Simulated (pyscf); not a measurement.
Single points on ωB97X-D3(BJ)/def2-SVP structures (PySCF, gas phase). Correlated levels are frozen-core, on RHF or UHF. ΔMP2 is the change of the MP2 total energy from the triple- to the quadruple-zeta basis.

### Question
What is the homolytic dissociation enthalpy (298 K, CCSD(T)/def2-TZVPP + ΔMP2(QZVPP)) of the B–N bond of `[NH2][B]([Br])[Br]`, to NH₂• + [Br–B–Br]•?

### Answer
B–N to NH₂• + [Br–B–Br]•: 133.8 kcal/mol. The radicals are drawn with the spin at the cut bond; how far it spreads was not checked. The CCSD(T) − MP2 part came from Ansatz, without density fitting, on the same reference. The frozen core leaves the outer d or s,p core shells of the metals and heavy elements correlated in the MP2 and CC values, and def2-TZVPP describes them poorly, which can shift differences by a few kcal/mol. Elements up to Kr have no core potential and no relativistic terms here.
